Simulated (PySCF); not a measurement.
## Na+ in clusters of water

Gas-phase clusters of one Na+ with n water, each in one structure from a short search with a few starts, optimised by PBE0-D3(BJ)/def2-TZVPD; other arrangements may lie lower. Binding energies from relaxed separate molecules, wB97M-D3(BJ)/def2-TZVPD, counterpoise-corrected, in kcal/mol (PySCF). Shieldings by GIAO PBE0/pcSseg-2.

Frequency runs check only 2 of the 3 structures; an imaginary mode is left, so that the point isn't a minimum, in n = 3 (95i cm⁻¹).

How does binding build up with each further water?


```json
{"n": "1", "binding energy": "-24.3", "gain of the last molecule": "-24.3", "shielding of Na (ppm)": "602.5"}
{"n": "2", "binding energy": "-45.8", "gain of the last molecule": "-21.6", "shielding of Na (ppm)": "583.7"}
{"n": "3", "binding energy": "-64.0", "gain of the last molecule": "-18.2", "shielding of Na (ppm)": "571.6"}
```

Each molecule adds less than the one before.
